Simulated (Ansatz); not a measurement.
Computed with Ansatz on PBE0-D4/def2-TZVP structures; ΔE is electronic, products minus reactants. CCSD(T)/CBS is the MP2 limit (def2-TZVPP, def2-QZVPP) plus CCSD(T) − MP2 in def2-TZVPP, frozen cores. This one scheme is used for every species, atoms too. DFT in def2-TZVPP. No spin–orbit coupling; open shells (•) take unrestricted orbitals. Spin–orbit coupling would lower the free atoms: a little for O, S. Each species was taken in one conformer, which may not be the lowest.

`NP(O)S` → 4 H• + N• + O• + P• + S•  (atomization)

| species | PBE0 energy (Eh) |
| --- | --- |
| `NP(O)S` | -871.65421 |
| H• | -0.50104 |
| N• | -54.54382 |
| O• | -75.01860 |
| P• | -341.13506 |
| S• | -397.97374 |

**Question.** Work out ΔE.

**Answer.** ΔE = 4 × (-0.50104) + (-54.54382) + (-75.01860) + (-341.13506) + (-397.97374) − (-871.65421) = 0.97883 Eh = +26.64 eV. CCSD(T)/CBS gives +26.93 eV.

Largest T1 diagnostic among the species: 0.013.

Leaving LDA and LC-ωPBE aside and taking each functional with its dispersion term where it has one, the values, not all of them listed here, spread over 1.99 eV, from BHLYP-D4 to PBE-D4. LDA lies +4.39 eV from PBE without D4, its usual overbinding. At CCSD(T), def2-SVP lies −3.33 eV from the extrapolated value and def2-TZVPP −1.21 eV: correlation converges slowly with the basis, and small sets miss more of it in the bonded molecule than in its fragments. The D4 term adds +0.31 eV with B3LYP and +0.16 eV with PBE0; it sums over pairs of atoms, weighted by their polarisabilities, and B3LYP, whose exchange is more repulsive, gets the larger term.

B3LYP here is the variant with VWN-RPA as its local correlation; programs differ in this.

For atomizations the MP2-based limit and the directly extrapolated one differ by several kJ/mol either way, and by 10 to 25 for some Ge, Se and Sn compounds, so smaller differences from it don't rank the levels.
